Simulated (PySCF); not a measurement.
**OH: basis, grid and Hamiltonian**

Which parts of the numerical set-up matter for OH? Each run edits the base script.

Program: PySCF 2.14.0. Level of theory: each script names its method and basis. These are calculated values, not measurements.

4 further runs of the same task are left out: 4 that didn't finish.

### Step 1. Starting geometry

OH: 2 atoms, charge 0, spin multiplicity 2.

Bond lengths: H1–O2 0.966 Å.

### Step 2. Base script

input.py reads:

```python
from pyscf import gto, dft

mol = gto.M(
    atom='H 0 0 0; O 0 0 0.966',
    basis='6-31g',
    charge=0,
    spin=1,
    verbose=4,
)
mf = dft.ROKS(mol, xc='m06')
mf = mf.density_fit(auxbasis='def2-universal-jkfit')
mf.kernel()
mf.analyze()
print('orbital energies (hartree):', mf.mo_energy[..., max(0, mol.nelec[1]-3):mol.nelec[0]+3].round(4))
```

Command:

```bash
OMP_NUM_THREADS=1 python input.py
```

The log of this run is left out.

It gives: E(SCF) = -75.670432 Eh, μ = 2.07 D.

The bond length is a typed value, not an optimised one.

### Step 3. Pcseg-2

Edit 1 changes basis set: 6-31g → pcseg-2.

input.py reads:

```python
from pyscf import gto, dft

mol = gto.M(
    atom='H 0 0 0; O 0 0 0.966',
    basis='pcseg-2',
    charge=0,
    spin=1,
    verbose=4,
)
mf = dft.ROKS(mol, xc='m06')
mf = mf.density_fit(auxbasis='def2-universal-jkfit')
mf.kernel()
mf.analyze()
print('orbital energies (hartree):', mf.mo_energy[..., max(0, mol.nelec[1]-3):mol.nelec[0]+3].round(4))
```

Command:

```bash
OMP_NUM_THREADS=1 python input.py
```

### Step 4. Integration grid 2

Edit 2 changes integration grid: default → 2.

Changes to input.py since step 2:

```diff
@@ -11,2 +11,3 @@
 mf = mf.density_fit(auxbasis='def2-universal-jkfit')
+mf.grids.level = 2
 mf.kernel()
```

### Step 5. Def2-tzvp

Edit 3 changes basis set: 6-31g → def2-tzvp.

Changes to input.py since step 2:

```diff
@@ -4,3 +4,3 @@
     atom='H 0 0 0; O 0 0 0.966',
-    basis='6-31g',
+    basis='def2-tzvp',
     charge=0,
```

**Question.** What will these runs give? Wanted: for each run, E(SCF); from base; SCF dipole.

As calculated:

```csv
run,E(SCF) (hartree),from base (eV),cycles,SCF dipole (D),functions
base,-75.670432,0,16,2.07,11
pcseg-2,-75.727621,-1.5562,14,1.74,44
integration grid 2,-75.670445,-0.0004,19,2.07,11
def2-tzvp,-75.725484,-1.4980,12,1.78,37
```

Of the runs whose energies can be compared, “pcseg-2” moves the SCF energy most (-1.556 eV). pcseg-2 (44 functions) gives an energy 1.56 eV lower than 6-31g (11). def2-tzvp (37 functions) gives an energy 1.50 eV lower than 6-31g (11).
